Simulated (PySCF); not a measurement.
**The bond of Na₂, level by level**

The task here is to estimate one member of a computed series from the others.

Method: Na def2-SVPD, no relativity; program: PySCF 2.14.0.

The first run:

A driver script around PySCF takes these settings:

```yaml
atoms: Na, Na
charge: 0
basis: Na def2-SVPD
Hamiltonian: no relativity
basis_functions: 36
electrons_treated: 22
masses_in_u: 22.9898, 22.9898
levels: PBE0, PBE, r²SCAN, M06, revPBE, B2PLYP, ωB97X, HF, MP2, SCS-MP2, CCSD, CCSD(T)
grid: 80 radial by 434 angular points
occupations: held fixed by the projection of orbital angular momentum
dissociation_limit: Na + Na, each in its ground configuration
starting_distance_in_angstrom: 3.150
values_of_2S_to_try: 0, 2
```

The run is started by

```sh
> OMP_NUM_THREADS=1 python dia.py task.json out
```

Steps of the session up to this table: Set-up; PBE0 along the bond; Higher solutions at PBE0; PBE (GGA); r²SCAN (meta-GGA); M06 (hybrid meta-GGA); revPBE (GGA); B2PLYP (double hybrid); ωB97X (range-separated hybrid); RHF; Correlated methods on the Hartree–Fock reference.

One table of the session follows, with a row left open; its other results are not shown here.

Energy (eV) from each level's lowest point:

```
R (Å)    RHF  RHF-MP2  RHF-SCS-MP2  RHF-CCSD  RHF-CCSD(T)
2.683  0.210    0.186        0.186       n/a          n/a
2.808  0.118    0.102        0.102     0.098        0.098
2.933  0.055    0.046        0.046     0.044        0.044
3.026  0.025    0.019        0.020     0.018        0.018
3.120  0.007    0.005        0.005     0.004        0.004
3.214  0.000    0.000        0.000     0.000        0.000
3.338      ?        ?            ?         ?            ?
3.494  0.029    0.034        0.033     0.033        0.033
3.682  0.078    0.085        0.084     0.080        0.080
3.931  0.168    0.175        0.173       n/a          n/a
```

**Question.** Estimate the row for R (Å) = 3.338.

Worked estimate for «RHF». A straight line through the neighbours (3.214, 0.000) and (3.494, 0.029) gives 0.000 + (0.029 − 0.000) × (3.338 − 3.214) / (3.494 − 3.214) = 0.013; a parabola fitted to 4 rows on both sides gives 0.006.

The run gave: RHF: 0.005; RHF-MP2: 0.007; RHF-SCS-MP2: 0.007; RHF-CCSD: 0.007; RHF-CCSD(T): 0.007. In «RHF» the line misses by +0.008 and the parabola by +0.001.

State 3 has its PBE0 minimum 1.59 eV higher. The other levels ran on the lowest alone.
